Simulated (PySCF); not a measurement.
# Towards the basis-set limit for AlH+

The task here is to estimate one member of a computed series from the others.

Program: PySCF 2.14.0. Level of theory: CCSD(T) on ROHF, no relativity in the base curves; scalar relativity is added as a correction. These are calculated values, not measurements.

2 further runs of the same task are left out: 2 set aside as unsound or not needed.

The first run:

```
molecule             : AlH+
state                : doublet, unpaired electrons σ ↑
smaller basis        : Al aug-cc-pV(T+d)Z, H aug-cc-pVTZ
larger basis         : Al aug-cc-pV(Q+d)Z, H aug-cc-pVQZ
frozen core orbitals : 5
extrapolation        : correlation as n⁻³ (n = 3, 4), Hartree–Fock as (n+1)·exp(−9√n)
corrections          : core–valence correlation, scalar relativity
distances (Å)        : 1.4316, 1.4967, 1.5617, 1.6268, 1.6919, 1.7732, 1.8546
masses (u)           : 26.9815, 1.0078
dissociation limit   : Al+ + H
```

Launch:

```sh
$ OMP_NUM_THREADS=4 python comp.py task.json out
```

One of the session's tables, all rows but one given; the rest of the session is left out.

Parts of the energy along the bond, in eV from Al+ + H:

| R (Å) | HF/CBS | CCSD corr. | (T) | core–valence | relativity |
| --- | --- | --- | --- | --- | --- |
| 1.4316 | -0.413 | -0.238 | -0.0199 | 0.0418 | 0.0145 |
| 1.4967 | ? | ? | ? | ? | ? |
| 1.5617 | -0.562 | -0.291 | -0.0233 | 0.0482 | 0.0148 |
| 1.6268 | -0.532 | -0.327 | -0.0253 | 0.0487 | 0.0145 |
| 1.6919 | -0.456 | -0.370 | -0.0275 | 0.0478 | 0.0140 |
| 1.7732 | -0.313 | -0.435 | -0.0305 | 0.0448 | 0.0129 |
| 1.8546 | -0.139 | -0.510 | -0.0331 | 0.0402 | 0.0115 |

**Question.** Estimate the row for R (Å) = 1.4967.

Worked estimate for «HF/CBS». A straight line through the neighbours (1.4316, -0.413) and (1.5617, -0.562) gives -0.413 + (-0.562 + 0.413) × (1.4967 − 1.4316) / (1.5617 − 1.4316) = -0.488; a parabola fitted to 3 rows on both sides gives -0.522.

**Answer.** HF/CBS: -0.528; CCSD corr.: -0.262; (T): -0.0215; core–valence: 0.0460; relativity: 0.0148. In «HF/CBS» the line misses by +0.040 and the parabola by +0.006.
